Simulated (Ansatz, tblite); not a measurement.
**The cluster Ag2Br: rung by rung**

How do method and basis change the picture of the cluster Ag2Br (doublet)?

The runs use Ansatz 0.2.0, Gaussian basis; as each input shows.

Levels to be run: GFN1-xTB, GFN2-xTB, PBE-D4/def2-TZVP, r2SCAN-D4/def2-TZVP, revPBE-D4/def2-TZVP, B97M-V/def2-TZVP, BLYP-D4/def2-TZVP, BHLYP-D4/def2-TZVP, r2SCAN0-D4/def2-TZVP, PBE-D4/def2-SVP, PBE0-D4/def2-SVP, PBE0-D4/def2-TZVPD, PBE-D4/def2-TZVPD, r2SCAN-D4/def2-TZVPD, CCSD(T)/def2-SVP, MP2/def2-TZVP, RPA/def2-TZVP.

3 further runs of the same task are left out: 3 set aside as unsound or not needed. Runs told in other sessions of the task aren't counted.

## 1. The relaxed structure

The geometry is that of the doublet, from an earlier relaxation (r2SCAN-D4/def2-TZVP). At that level it is the lowest of the isomers that a small search found.

3 atoms, charge 0, spin multiplicity 2.

Bond lengths: Ag1–Ag2 2.630 Å, Ag1–Br3 2.420 Å. Angles: Ag2–Ag1–Br3 122.9°.

Ag takes a core potential in the def2 sets. No spin-orbit coupling is included.

PBE0-D4/def2-TZVP was run before; its log isn't repeated, and its numbers join the tables.

## 2. GFN1-xTB

Tight binding, by tblite at 300 K electronic temperature and without a spin-polarisation term:

```python
tblite.interface.Calculator('GFN1-xTB', numbers, positions, charge=0, uhf=1).singlepoint()
```

Energy -313.6869 eV; 0.003 s.

## 3. GFN2-xTB

Tight binding, by tblite at 300 K electronic temperature and without a spin-polarisation term:

```python
tblite.interface.Calculator('GFN2-xTB', numbers, positions, charge=0, uhf=1).singlepoint()
```

Energy -324.7302 eV; 0.003 s.

## 4. PBE-D4/def2-TZVP

start.molden holds the orbitals of an earlier run on this state, given as this run's starting guess.

The input, in.yaml:

```yaml
crystal:
  periodic: [false, false, false]
  atoms:
    - {symbol: Ag, position_ang: [0.803710, -0.071391, -0.011075]}
    - {symbol: Ag, position_ang: [-0.817631, -2.117877, -0.327299]}
    - {symbol: Br, position_ang: [0.013921, 2.189278, 0.338384]}
basis:
  gaussian: {orbitals: def2-TZVP, initial_orbitals: start.molden}
magnetization: {spin_polarized: true, initial_magnetization: 1}
hamiltonian: {xc: pbe, dispersion: d4}
scf: {omitted_lower_state_checks: [starts]}
output: {orbitals: {seedname: orbitals}}
```

On the command line:

```bash
> ansatz run in.yaml --threads 4 --pin off --events-out ev --progress --plain --max-ram 3916MiB
```

Further steps of the session: r2SCAN-D4/def2-TZVP; revPBE-D4/def2-TZVP; B97M-V/def2-TZVP; BLYP-D4/def2-TZVP; BHLYP-D4/def2-TZVP; r2SCAN0-D4/def2-TZVP; PBE-D4/def2-SVP; PBE0-D4/def2-SVP; PBE0-D4/def2-TZVPD; PBE-D4/def2-TZVPD; r2SCAN-D4/def2-TZVPD; CCSD(T)/def2-SVP; MP2/def2-TZVP; RPA/def2-TZVP.

Q: Predict the results of all the runs planned. Wanted: gap in def2-TZVP, named functionals, smallest and largest; correlation energy, CCSD(T)/def2-SVP; correlation energy, MP2/def2-TZVP; binding an atom, CCSD(T)/def2-SVP; ⟨S²⟩ in def2-TZVP, named functionals, smallest and largest; PBE0 total energy, smallest basis above largest.

The runs gave:

| quantity | value |
| --- | --- |
| gap in def2-TZVP, named functionals, smallest and largest | 0.36 eV (BLYP-D4), 3.46 eV (BHLYP-D4) |
| correlation energy, CCSD(T)/def2-SVP | -24.36 eV |
| correlation energy, MP2/def2-TZVP | -33.10 eV |
| binding an atom, CCSD(T)/def2-SVP | 1.141 eV |
| ⟨S²⟩ in def2-TZVP, named functionals, smallest and largest | 0.751, 0.757 |
| PBE0 total energy, smallest basis above largest | 10.49 eV (def2-SVP, def2-TZVPD) |

In words: Over the named functionals in def2-TZVP the gap runs from 0.36 eV (BLYP-D4) to 3.46 eV (BHLYP-D4); exact exchange widens it. The functionals in def2-TZVP miss CCSD(T)/def2-SVP by -0.054 (BHLYP-D4) to +0.148 eV (r2SCAN-D4) an atom. The yardstick is in a double-zeta basis, so levels in larger sets aren't compared like for like. CCSD(T)/def2-SVP isn't at the basis-set limit; small misses against it rank nothing. Over the named functionals in def2-TZVP spin contamination reaches 0.01 (r2SCAN0-D4), which is small.
